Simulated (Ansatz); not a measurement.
We consider fcc Al, described by PBE in Ansatz (PAW).

Settings: plane-wave cutoff 520 eV, 24×24×24 k mesh, Fermi–Dirac smearing 0.05 eV, scalar-relativistic PAW data made under PBE.

Pressure at four volumes; x = ln(V/16.481 Å³). One pressure is withheld.

```csv
V (Å³/atom),x,P (GPa)
15.493,-0.0618,5.49
16.481,0.0000,0.00
17.141,0.0393,-2.76
17.470,0.0583,?
```

**Question.** Pass a parabola P(x) through the three rows shown, estimate the bulk modulus and its pressure derivative near zero pressure, and predict the withheld pressure.

**Answer.** Slopes between the rows: (0.00 − (5.49))/(0.0000 − (-0.0618)) = -88.83 and (-2.76 − (0.00))/(0.0393 − (0.0000)) = -70.23 GPa. Their difference over the span 0.1011 is c = 18.60/0.1011 = 184.0 GPa, so P(x) = 5.49 + (-88.83)(x − (-0.0618)) + 184.0 (x − (-0.0618))(x − (0.0000)). At the middle row B = −dP/dx = −[-88.83 + 184.0 × 0.0618] = 77.5 GPa, and B′ = dB/dP = 2c/B = 4.7. At x = 0.0583 the parabola gives -3.89 GPa; the run gives -3.92 GPa. The Birch–Murnaghan fit to the energies at all volumes has B0 = 76.9 GPa and B′ = 4.6.

Measured, for comparison: bulk modulus 80.8 GPa (corrected for temperature and zero-point phonon effects, sources range from 77.1 to 82.0; as tabulated in Levämäki et al. (2014), arXiv:1402.3671). Computed less measured: bulk modulus -4.8 % (-0.3 % to -6 % over the range).

Ansatz is a quantum-chemistry and plane-wave program.
